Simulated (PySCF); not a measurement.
Löwdin shares of the frontier orbitals

Species: C4H11P.
Structure used (PBE0-D3(BJ)/def2-SVP), in Å, numbered top down from 1:
```xyz
16
C4H11P angstrom
C      0.2967    1.4800    1.2248
P      0.0483    0.2078    0.1669
C      1.3614   -0.4207   -0.9836
C     -1.3028    0.5832   -0.9937
C     -0.4032   -1.3091    1.0656
H      0.8986    1.2859    2.1171
H      0.3465    2.4871    0.8022
H      1.0244   -1.2633   -1.6096
H      2.2288   -0.7364   -0.3847
H      1.6824    0.4079   -1.6329
H     -1.0379    1.4938   -1.5520
H     -2.2187    0.7809   -0.4211
H     -1.4647   -0.2372   -1.7073
H     -0.6016   -2.1419    0.3754
H      0.4306   -1.5863    1.7276
H     -1.2874   -1.1048    1.6839
```

Level of theory: PySCF 2.14.0, density-fitted response routines, TDDFT CAM-B3LYP/def2-SVPD, vertical, gas phase, core orbitals frozen in the response.

Frontier orbitals with the atoms that hold most of them (Löwdin shares over 4%, at most four atoms; ? is withheld):

```json
{"orbital": "LUMO+2", "ε (eV)": "2.15", "atoms": "C3 20%, H9 10%, H10 10%, H8 9%"}
{"orbital": "LUMO+1", "ε (eV)": "1.98", "atoms": "C5 16%, C4 16%, H15 10%, H11 10%"}
{"orbital": "LUMO", "ε (eV)": "1.03", "atoms": "?"}
{"orbital": "HOMO", "ε (eV)": "-6.05", "atoms": "?"}
{"orbital": "HOMO-1", "ε (eV)": "-10.91", "atoms": "C1 19%, C5 17%, P2 16%, C4 15%"}
{"orbital": "HOMO-2", "ε (eV)": "-10.96", "atoms": "P2 22%, C3 14%, C1 14%, C4 14%"}
{"orbital": "HOMO-3", "ε (eV)": "-11.30", "atoms": "C1 23%, P2 20%, C3 18%, C5 6%"}
```

(1) Which atoms hold the HOMO, and with what shares?

(2) Give the leading atoms of the LUMO.

(3) How does S1 compare with the orbital gap of 7.08 eV?

## Answers

(1) C1 (bonded to P and 2 H) 55%; P2 (bonded to 4 C) 17%; H7 (bonded to C) 7%; H6 (bonded to C) 7%. By element: carbon 55% or more, phosphorus 17%, hydrogen 15% or more.

(2) C3 (bonded to P and 3 H) 15%; C5 (bonded to P and 3 H) 13%; C4 (bonded to P and 3 H) 13%; H8 (bonded to C) 8%. By element: carbon 42% or more, hydrogen 8% or more.

(3) S1 is at 4.51 eV (f = 0.050), 2.57 eV below the gap, made of HOMO→LUMO (89%). Without the coupling terms of the response equations the lowest excitation would equal the gap.

Next come S2 at 5.26 eV (f 0.0034), HOMO→LUMO+1 (63%), HOMO→LUMO+8 (19%), HOMO→LUMO+5 (14%); S3 at 5.69 eV (f 0.021), HOMO→LUMO+4 (45%), HOMO→LUMO+3 (38%); S4 at 5.81 eV (f 0.0003), HOMO→LUMO+5 (59%), HOMO→LUMO+1 (27%); S5 at 5.90 eV (f 0.046), HOMO→LUMO+2 (76%), HOMO→LUMO+3 (17%).
